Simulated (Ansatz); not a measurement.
**Relaxing AsH3**

The calculation used DFT PBE, scalar-relativistic, plane waves, PAW in Ansatz. Cutoff 420 eV, Γ-centred k mesh, Gaussian smearing, no spin polarisation in the final step.

A relaxed cell is given with its space group left out.

```
H As
1.0
    -1.54376    1.54376    2.97162
     1.54376   -1.54376    2.97162
     1.54376    1.54376   -2.97162
H As
3 1
Direct
  0.50000 0.50000 0.00000
  0.25000 0.75000 0.50000
  0.75000 0.25000 0.50000
  0.00000 0.00000 0.00000
```

The zero of energy is the elements' standard structures at the same level (H₂ as a molecule); no fitted shifts are applied.

**Question.** What space group does it have?

**Answer.** I4/mmm (No. 139). Conventional cell: a = 3.088 Å, c = 5.943 Å. H on Wyckoff site b (1 atom of the primitive cell) has 8 H at 2.14 Å and 4 As at 2.18 Å; H on Wyckoff site d (2 atoms of the primitive cell) is coordinated by 4 As at 2.14 Å and 8 H at 2.14–2.18 Å; As has 12 H at 2.14–2.18 Å.

**Question.** How far does it lie from the elements in energy?

**Answer.** 0.93 eV/atom.

**Question.** Is it a metal?

**Answer.** Yes, bands cross the Fermi level on the 22×22×22 mesh.

The final run used a 22×22×22 mesh on its 4-atom cell and 0.10 eV smearing. For metals, differences of a few meV/atom aren't resolved. The cell came from a trial start, so AsH3 may not exist in this structure.